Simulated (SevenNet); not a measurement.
## Rock-salt ZrC

Method: the machine-learned potential SevenNet-0 (trained on PBE and PBE+U data).

Cell (relaxed at this level):

```cif
data_C4Zr4
_chemical_formula_sum 'Zr4 C4'
_space_group_name_H-M_alt 'Fm-3m'
_space_group_IT_number 225
_space_group_name_Hall '-F 4 2 3'
_cell_length_a 4.72275
_cell_length_b 4.72275
_cell_length_c 4.72275
_cell_angle_alpha 90.000
_cell_angle_beta 90.000
_cell_angle_gamma 90.000
loop_
_atom_site_label
_atom_site_type_symbol
_atom_site_symmetry_multiplicity
_atom_site_Wyckoff_symbol
_atom_site_fract_x
_atom_site_fract_y
_atom_site_fract_z
_atom_site_occupancy
Zr1 Zr 4 a 0.00000 0.00000 0.00000 1
C1 C 4 b 0.50000 0.50000 0.50000 1
```
(The calculation used a cell of 2 atoms; values per cell refer to that cell.)

```yaml
equilibrium_lattice_constant_a: 4.723 Å
equilibrium_volume_per_atom: 13.17 Å³/atom
```

Measured, for comparison: lattice constant a 4.696 Å, equilibrium volume per atom 12.95 Å³/atom (temperature not stated, no zero-point or thermal correction; as tabulated in Zhang et al. (2018), doi:10.1088/1367-2630/aac7f0). Computed (rounded) less measured: lattice constant a +0.6 %, equilibrium volume per atom +1.7 %.

A machine-learned potential is trained on density-functional data: it inherits that level's misses and adds fitting errors of its own.
